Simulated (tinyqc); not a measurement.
G0W0 on RHF in the sto-3g basis, for H2O, spin multiplicity 1, step by step. One step of it, computed by the program tinyqc.

Problem. G0W0 on Hartree-Fock: LUMO. W(p,q,m) = sqrt2 sum_ia (pq|ia) (X+Y)_ia,m; Sigma_c(x) = sum_(i,m) W^2/(x - e_i + w_m) + sum_(a,m) W^2/(x - e_a - w_m); solve x = e_p + Sigma_c(x) by Newton steps; Z = 1/(1 - dSigma/dx); 1 hartree = 27.211386 eV.

orbital energies (hartree): MO1 -20.273093, MO2 -1.206208, MO3 -0.529073, MO4 -0.445011, MO5 -0.391297, MO6 0.466807, MO7 0.551284

Two-electron integrals over orbitals (pq|rs), unique and non-zero (hartree):
```
p,q,r,s,(pq|rs)
1,1,1,1,4.747050
2,1,1,1,-0.430130
2,1,2,1,0.061588
2,2,1,1,1.022419
2,2,2,1,-0.015413
2,2,2,2,0.725210
3,1,1,1,0.006658
3,1,2,1,-0.000853
3,1,2,2,0.000594
3,1,3,1,0.010894
3,2,1,1,-0.004824
3,2,2,1,0.000361
3,2,2,2,0.000700
3,2,3,1,0.017023
3,2,3,2,0.128821
3,3,1,1,0.764802
3,3,2,1,-0.004840
3,3,2,2,0.615490
3,3,3,1,-0.000135
3,3,3,2,0.000268
3,3,3,3,0.592415
4,1,1,1,0.166382
4,1,2,1,-0.022063
4,1,2,2,0.012334
4,1,3,1,0.000480
4,1,3,2,0.000045
4,1,3,3,0.005584
4,1,4,1,0.023647
4,2,1,1,-0.151699
4,2,2,1,0.008094
4,2,2,2,-0.026649
4,2,3,1,0.000020
4,2,3,2,0.000820
4,2,3,3,0.003110
4,2,4,1,0.017665
4,2,4,2,0.129459
4,3,1,1,0.006710
4,3,2,1,-0.000233
4,3,2,2,0.002775
4,3,3,1,-0.002718
4,3,3,2,0.026886
4,3,3,3,0.002476
4,3,4,1,-0.000367
4,3,4,2,-0.003628
4,3,4,3,0.057388
4,4,1,1,0.917973
4,4,2,1,-0.010943
4,4,2,2,0.654539
4,4,3,1,-0.000027
4,4,3,2,-0.003978
4,4,3,3,0.563155
4,4,4,1,-0.008128
4,4,4,2,-0.089792
4,4,4,3,0.001733
4,4,4,4,0.686546
5,1,5,1,0.025955
5,2,5,1,0.033290
5,2,5,2,0.150954
5,3,5,1,-0.000487
5,3,5,2,-0.001767
5,3,5,3,0.026557
5,4,5,1,-0.011986
5,4,5,2,-0.044592
5,4,5,3,0.000893
5,4,5,4,0.047547
5,5,1,1,1.115360
5,5,2,1,-0.012179
5,5,2,2,0.755510
5,5,3,1,0.000187
5,5,3,2,-0.002517
5,5,3,3,0.602145
5,5,4,1,0.004697
5,5,4,2,-0.082372
5,5,4,3,0.003832
5,5,4,4,0.681586
5,5,5,5,0.880159
6,1,1,1,-0.188825
6,1,2,1,0.028871
6,1,2,2,-0.001684
6,1,3,1,-0.001168
6,1,3,2,-0.001077
6,1,3,3,0.000830
6,1,4,1,0.003410
6,1,4,2,0.021034
6,1,4,3,-0.000254
6,1,4,4,-0.015353
6,1,5,5,-0.005132
6,1,6,1,0.025650
6,2,1,1,0.258823
6,2,2,1,-0.005806
6,2,2,2,0.129533
6,2,3,1,-0.000680
6,2,3,2,-0.004311
6,2,3,3,0.067344
6,2,4,1,0.018446
6,2,4,2,0.033579
6,2,4,3,0.002050
6,2,4,4,0.057203
6,2,5,5,0.137548
6,2,6,1,0.011239
6,2,6,2,0.094809
6,3,1,1,-0.024329
6,3,2,1,0.000487
6,3,2,2,-0.011708
6,3,3,1,0.002791
6,3,3,2,-0.032470
6,3,3,3,-0.007975
6,3,4,1,-0.000158
6,3,4,2,0.005311
6,3,4,3,-0.037318
6,3,4,4,-0.006137
6,3,5,5,-0.013687
6,3,6,1,0.000047
6,3,6,2,-0.006363
6,3,6,3,0.071594
6,4,1,1,0.278884
6,4,2,1,-0.003821
6,4,2,2,0.131300
6,4,3,1,0.000598
6,4,3,2,0.004696
6,4,3,3,0.051282
6,4,4,1,0.000381
6,4,4,2,-0.055524
6,4,4,3,0.005197
6,4,4,4,0.132049
6,4,5,5,0.155276
6,4,6,1,-0.002724
6,4,6,2,0.057075
6,4,6,3,-0.012473
6,4,6,4,0.104655
6,5,5,1,0.012517
6,5,5,2,0.049308
6,5,5,3,-0.002008
6,5,5,4,0.006518
6,5,6,5,0.034087
6,6,1,1,0.791002
6,6,2,1,-0.007636
6,6,2,2,0.597003
6,6,3,1,-0.000647
6,6,3,2,-0.011525
6,6,3,3,0.549500
6,6,4,1,0.017287
6,6,4,2,0.044384
6,6,4,3,-0.009530
6,6,4,4,0.547520
6,6,5,5,0.582036
6,6,6,1,0.009120
6,6,6,2,0.093387
6,6,6,3,0.006358
6,6,6,4,0.055069
6,6,6,6,0.586528
7,1,1,1,-0.016828
7,1,2,1,0.002632
7,1,2,2,0.000037
7,1,3,1,0.014184
7,1,3,2,0.021278
7,1,3,3,-0.000355
7,1,4,1,-0.000165
7,1,4,2,0.001185
7,1,4,3,-0.003627
7,1,4,4,-0.001086
7,1,5,5,-0.000447
7,1,6,1,0.000711
7,1,6,2,-0.000643
7,1,6,3,0.003159
7,1,6,4,0.000534
7,1,6,6,-0.000777
7,1,7,1,0.018740
7,2,1,1,0.023785
7,2,2,1,-0.000492
7,2,2,2,0.011864
7,2,3,1,0.014864
7,2,3,2,0.054730
7,2,3,3,0.003768
7,2,4,1,0.001097
7,2,4,2,0.000369
7,2,4,3,-0.031282
7,2,4,4,0.007155
7,2,5,5,0.012441
7,2,6,1,-0.000659
7,2,6,2,0.002559
7,2,6,3,0.029290
7,2,6,4,0.005788
7,2,6,6,0.008397
7,2,7,1,0.018610
7,2,7,2,0.068177
7,3,1,1,0.369607
7,3,2,1,-0.006972
7,3,2,2,0.164375
7,3,3,1,-0.000019
7,3,3,2,-0.007020
7,3,3,3,0.088935
7,3,4,1,-0.000286
7,3,4,2,-0.080320
7,3,4,3,-0.000705
7,3,4,4,0.135819
7,3,5,5,0.202769
7,3,6,1,-0.005689
7,3,6,2,0.065618
7,3,6,3,-0.004286
7,3,6,4,0.105509
7,3,6,6,0.047563
7,3,7,1,-0.000577
7,3,7,2,0.007942
7,3,7,3,0.162508
7,4,1,1,0.011569
7,4,2,1,-0.000147
7,4,2,2,0.004565
7,4,3,1,-0.008269
7,4,3,2,-0.072839
7,4,3,3,0.001614
7,4,4,1,0.000277
7,4,4,2,-0.000474
7,4,4,3,-0.016002
7,4,4,4,0.007204
7,4,5,5,0.006240
7,4,6,1,0.000830
7,4,6,2,0.004520
7,4,6,3,0.053882
7,4,6,4,-0.001980
7,4,6,6,0.012407
7,4,7,1,-0.010828
7,4,7,2,-0.015960
7,4,7,3,0.009871
7,4,7,4,0.072654
7,5,5,1,0.001109
7,5,5,2,0.004399
7,5,5,3,0.023733
7,5,5,4,-0.000238
7,5,6,5,0.000825
7,5,7,5,0.024648
7,6,1,1,-0.001222
7,6,2,1,0.000071
7,6,2,2,0.001255
7,6,3,1,0.007191
7,6,3,2,0.081392
7,6,3,3,0.000175
7,6,4,1,0.000965
7,6,4,2,0.003335
7,6,4,3,0.062484
7,6,4,4,-0.004735
7,6,5,5,-0.000814
7,6,6,1,0.000273
7,6,6,2,0.002755
7,6,6,3,-0.061302
7,6,6,4,0.007040
7,6,6,6,-0.013607
7,6,7,1,0.009230
7,6,7,2,-0.005263
7,6,7,3,-0.009297
7,6,7,4,-0.060353
7,6,7,6,0.107640
7,7,1,1,0.824352
7,7,2,1,-0.008563
7,7,2,2,0.603668
7,7,3,1,0.001403
7,7,3,2,0.013127
7,7,3,3,0.579447
7,7,4,1,0.003865
7,7,4,2,-0.016183
7,7,4,3,0.010357
7,7,4,4,0.570411
7,7,5,5,0.602255
7,7,6,1,-0.003198
7,7,6,2,0.058889
7,7,6,3,-0.016268
7,7,6,4,0.051289
7,7,6,6,0.547164
7,7,7,1,0.001325
7,7,7,2,0.004791
7,7,7,3,0.088766
7,7,7,4,-0.008447
7,7,7,6,0.014416
7,7,7,7,0.591914
```

excitation energies w (hartree): 0.923727  0.990685  1.000054  1.025440  1.223378  1.394440  1.883090  1.898323  20.791112  20.861866

X + Y:
```
,1,2,3,4,5,6,7,8,9,10
1>6,0.000000,0.000000,0.000103,-0.000114,-0.000130,0.001673,-0.001439,-0.000933,0.998567,0.019991
1>7,0.000000,0.000000,-0.000258,0.001507,0.001069,0.000179,0.002313,-0.002665,-0.020066,0.998900
2>6,0.000000,0.000000,-0.054151,-0.018706,0.009362,-0.309363,0.710712,0.555123,0.000175,-0.000006
2>7,0.000000,0.000000,-0.018712,0.087583,-0.027136,-0.025649,-0.599117,0.751309,-0.000017,0.000303
3>6,0.000000,0.000000,0.162050,-0.686920,0.626568,-0.027316,-0.039519,0.028020,0.000000,0.000029
3>7,0.000000,0.000000,-0.424881,-0.106987,0.033778,0.769175,0.130753,0.124667,-0.000057,-0.000007
4>6,0.000000,0.000000,0.855597,0.104755,-0.066235,0.317339,0.080278,0.074548,-0.000023,0.000004
4>7,0.000000,0.000000,-0.040977,0.687328,0.644448,0.027093,0.020684,-0.011777,0.000010,-0.000099
5>6,0.963566,0.021549,0.000000,0.000000,0.000000,0.000000,0.000000,0.000000,0.000000,0.000000
5>7,-0.023389,0.975158,0.000000,0.000000,0.000000,0.000000,0.000000,0.000000,0.000000,0.000000
```

Give: The 12 largest terms at x = e_p; Newton steps; quasiparticle energy of the LUMO; Hartree-Fock value.

Solution.

The 12 largest terms at x = e_p (hartree; W for the signs of X + Y given):
```
q,m,W,term
7,5,-0.110,-0.009
4,6,0.137,0.008
3,5,0.112,0.006
6,7,0.102,-0.006
6,8,0.096,-4.90e-03
2,7,0.112,3.54e-03
4,7,0.084,2.55e-03
2,8,0.094,2.50e-03
4,8,0.080,2.29e-03
4,3,0.056,1.64e-03
5,1,0.046,1.21e-03
2,6,0.056,1.02e-03
```

Newton steps (hartree):
```
step,x,Sigma_c(x),Z
0,0.467,0.008,0.974
1,0.474,0.008,0.974
2,0.474,0.008,0.974
```

quasiparticle energy of the LUMO = 12.911 eV

Hartree-Fock value = 12.702 eV
